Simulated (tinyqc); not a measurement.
Worked calculation: geometry optimisation on the UHF/sto-3g surface (energies and gradients from PySCF), for NH3+, spin multiplicity 2. Computed by tinyqc, a small Python program that keeps every step (integrals from PySCF). Settings: charge = 1, multiplicity = 2, basis = sto-3g, optimiser = bfgs, first Hessian = 0.15, largest step = 0.1, iteration cap = 30. Command: `OMP_NUM_THREADS=1 python tinyqc.py 21431 21432 out.jsonl` (the two numbers bound the seeds that draw the settings). One thread of a shared host (Intel(R) Xeon(R) Processor @ 2.60GHz), about 0.8 s of CPU time with the checks.

## Step 1: energy and gradient

positions at the start (bohr), order 1N, 2H, 3H, 4H:
```
[[0.054802, -0.124722, 0.440306],
 [1.870829, -0.020787, -0.100155],
 [-0.956201, 1.543906, -0.005669],
 [-0.976988, -1.698864, -0.056692]]
```

Self-consistent energy and analytic gradient at these positions.

energy = -55.19245653 hartree

gradient (hartree/bohr), order 1N, 2H, 3H, 4H:
```
[[0.05507628, -0.03414858, 0.02114343],
 [-0.06404215, 0.00516220, 0.00305537],
 [0.00004527, -0.00431948, -0.01721574],
 [0.00892060, 0.03330586, -0.00698305]]
```

## Step 1: move

Quasi-Newton step p = -H^(-1) g (first H = 0.15 times the unit matrix); steps longer than 0.1 bohr are cut back (factor 0.148 here).

positions after step 1 (bohr), order 1N, 2H, 3H, 4H:
```
[[0.000630, -0.091134, 0.419510],
 [1.933820, -0.025864, -0.103161],
 [-0.956246, 1.548155, 0.011264],
 [-0.985763, -1.731623, -0.049823]]
```

## Step 2: energy and gradient

As before.

energy = -55.19750015 hartree

gradient (hartree/bohr), order 1N, 2H, 3H, 4H:
```
[[-0.02322354, 0.00830138, 0.03047267],
 [-0.00158725, 0.00449357, -0.01353173],
 [0.01866405, -0.03046651, -0.00765687],
 [0.00614674, 0.01767156, -0.00928408]]
```

## Step 2: move

inverse Hessian in use (bohr^2/hartree):
```
[[3.960627, 1.458279, 0.379200, 2.117223, -0.013492, -0.590900, 0.670398, -0.950187, 0.308852, -0.081581, -0.494600, -0.097152],
 [1.458279, 5.898612, -0.319389, -1.057462, -0.012211, 0.354193, -0.415843, 0.606355, -0.122875, 0.015025, 0.173910, 0.088070],
 [0.379200, -0.319389, 7.356612, -0.836085, 0.127730, -0.148177, 0.258527, -0.475983, -0.324682, 0.198358, 0.667642, -0.217086],
 [2.117223, -1.057462, -0.836085, 5.401680, -0.080789, 0.629990, -0.780378, 1.185596, -0.037380, -0.071858, -0.047345, 0.243475],
 [-0.013492, -0.012211, 0.127730, -0.080789, 6.687910, -0.042062, 0.063033, -0.107893, -0.046115, 0.031249, 0.098860, -0.039553],
 [-0.590900, 0.354193, -0.148177, 0.629990, -0.042062, 6.609434, 0.036828, -0.018143, 0.154913, -0.075918, -0.293989, 0.050497],
 [0.670398, -0.415843, 0.258527, -0.780378, 0.063033, 0.036828, 6.667771, -0.053533, -0.209994, 0.108876, 0.406343, -0.085361],
 [-0.950187, 0.606355, -0.475983, 1.185596, -0.107893, -0.018143, -0.053533, 6.832352, 0.339125, -0.181876, -0.664148, 0.155000],
 [0.308852, -0.122875, -0.324682, -0.037380, -0.046115, 0.154913, -0.209994, 0.339125, 6.737982, -0.061477, -0.170135, 0.098454],
 [-0.081581, 0.015025, 0.198358, -0.071858, 0.031249, -0.075918, 0.108876, -0.181876, -0.061477, 6.711229, 0.135602, -0.060963],
 [-0.494600, 0.173910, 0.667642, -0.047345, 0.098860, -0.293989, 0.406343, -0.664148, -0.170135, 0.135602, 7.058045, -0.203518],
 [-0.097152, 0.088070, -0.217086, 0.243475, -0.039553, 0.050497, -0.085361, 0.155000, 0.098454, -0.060963, -0.203518, 6.734803]]
```

Quasi-Newton step p = -H^(-1) g (the inverse Hessian comes from BFGS updates; coordinates in the order x, y, z of each atom); steps longer than 0.1 bohr are cut back (factor 0.215 here).

positions after step 2 (bohr), order 1N, 2H, 3H, 4H:
```
[[0.007712, -0.086680, 0.365092],
 [1.967060, -0.034877, -0.085007],
 [-0.983342, 1.594437, 0.030688],
 [-0.998989, -1.773347, -0.032982]]
```

## Step 3: energy and gradient

As before.

energy = -55.20146603 hartree

gradient (hartree/bohr), order 1N, 2H, 3H, 4H:
```
[[-0.00681101, 0.00624553, 0.03016783],
 [0.00382577, 0.00319569, -0.01104314],
 [0.00606933, -0.01039806, -0.00891592],
 [-0.00308409, 0.00095684, -0.01020876]]
```

## Step 3: move

inverse Hessian in use (bohr^2/hartree):
```
[[3.742051, 1.355746, 0.934804, 1.521173, 0.107970, -0.792503, 1.159187, -1.769576, 0.108159, 0.244256, 0.305860, -0.250460],
 [1.355746, 5.856100, -0.238417, -1.268358, 0.019721, 0.316956, -0.242099, 0.319333, -0.153272, 0.154711, 0.471513, 0.074734],
 [0.934804, -0.238417, 11.723206, -1.531084, 0.624605, -1.479897, 0.802736, -1.524539, -1.865005, -0.206456, 1.138351, -1.711638],
 [1.521173, -1.268358, -1.531084, 4.621515, -0.057672, 0.785522, -0.130770, 0.148728, 0.199530, 0.654749, 1.177302, 0.546032],
 [0.107970, 0.019721, 0.624605, -0.057672, 6.732724, -0.187125, 0.040489, -0.089098, -0.220442, -0.090788, 0.003320, -0.217039],
 [-0.792503, 0.316956, -1.479897, 0.785522, -0.187125, 7.012006, -0.082507, 0.225392, 0.624157, 0.089488, -0.355223, 0.510401],
 [1.159187, -0.242099, 0.802736, -0.130770, 0.040489, -0.082507, 6.127109, 0.810685, -0.395145, -0.488859, -0.609076, -0.325084],
 [-1.769576, 0.319333, -1.524539, 0.148728, -0.089098, 0.225392, 0.810685, 5.457442, 0.697854, 0.810163, 0.978990, 0.601294],
 [0.108159, -0.153272, -1.865005, 0.199530, -0.220442, 0.624157, -0.395145, 0.697854, 7.281257, 0.087456, -0.324140, 0.626258],
 [0.244256, 0.154711, -0.206456, 0.654749, -0.090788, 0.089488, -0.488859, 0.810163, 0.087456, 6.256521, -0.874086, 0.029513],
 [0.305860, 0.471513, 1.138351, 1.177302, 0.003320, -0.355223, -0.609076, 0.978990, -0.324140, -0.874086, 5.212843, -0.458988],
 [-0.250460, 0.074734, -1.711638, 0.546032, -0.217039, 0.510401, -0.325084, 0.601294, 0.626258, 0.029513, -0.458988, 7.241646]]
```

Quasi-Newton step p = -H^(-1) g (the inverse Hessian comes from BFGS updates; coordinates in the order x, y, z of each atom); steps longer than 0.1 bohr are cut back (factor 0.198 here).

positions after step 3 (bohr), order 1N, 2H, 3H, 4H:
```
[[-0.002711, -0.088193, 0.282987],
 [1.980169, -0.044224, -0.059965],
 [-0.993609, 1.614209, 0.059651],
 [-0.991408, -1.782258, -0.004884]]
```

## Convergence

Stop when the largest gradient component is below 3e-5 hartree/bohr. The inverse Hessian follows the BFGS update with s = step, y = change of gradient.

Course of the optimisation:
```
step   E (hartree)  largest gradient (hartree/bohr)
1     -55.19245653                         6.40e-02
2     -55.19750015                         3.05e-02
3     -55.20146603                         3.02e-02
4     -55.20421859                         1.86e-02
5     -55.20512489                         3.78e-02
6     -55.20661593                         1.25e-02
7     -55.20697390                         2.98e-03
8     -55.20700835                         1.40e-03
9     -55.20701292                         3.11e-05
10    -55.20701293                         1.14e-05
```

Final distances (angstrom):
```
pair   distance
2H-1N  1.056418
3H-1N  1.056421
3H-2H  1.829775
4H-1N  1.056426
4H-2H  1.829778
4H-3H  1.829777
```

Converged in 10 steps.
